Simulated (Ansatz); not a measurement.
Reactions of C₂H₃N, SMILES `C1=NC1`.

Isolated molecules relaxed with PBE0-D4/def2-TZVP in Ansatz; ΔE leaves out vibrations. CCSD(T)/CBS adds triple-zeta CCSD(T) − MP2 to the extrapolated MP2 energy (def2 sets, frozen cores). This one scheme is used for every species, atoms too. Functionals use def2-TZVPP. B3LYP here is the variant with VWN-RPA as its local correlation; programs differ in this. No spin–orbit coupling; open shells (•) take unrestricted orbitals. Spin–orbit coupling would lower the free atoms: a little for C. Each species was taken in one conformer, which may not be the lowest.

```
                   reaction  CCSD(T)/CBS(def2) (kJ/mol)
          `C1=NC1` → `C#CN`                         -26
    `C1=NC1` → `[C-]#[N+]C`                         -98
          `C1=NC1` → `CC#N`                        -199
`C1=NC1` → 2 C• + 3 H• + N•                           ?
```

Q: Fill in the missing values. (Best estimate.)

A: Computed: `C1=NC1` → 2 C• + 3 H• + N•: +2369.9 kJ/mol.

Largest T1 diagnostic: 0.014, for `[C-]#[N+]C`.
